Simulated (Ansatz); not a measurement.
## Lattice constant a of Ga (model structure, started from the simple cubic type, Pm-3m, No. 221, 1 atom in the cell) at several levels of theory

No measured value is used here.

```tsv
level (code)	value (Å)
PBE (Ansatz)	2.720
PBEsol (Ansatz)	2.661
PBE-D3(BJ) (Ansatz)	2.677
r²SCAN (Ansatz)	?
```

Fill in the missing entries.


- r²SCAN (Ansatz, a first-principles code), value (Å): 2.673

Ansatz's density-functional and Hartree–Fock values are scalar-relativistic unless marked +SOC, with PAW data made under PBE.

A model structure was made by putting elements into a prototype or built by hand; it is no filed structure, need not be a known phase, and can be a saddle point held by its symmetry.
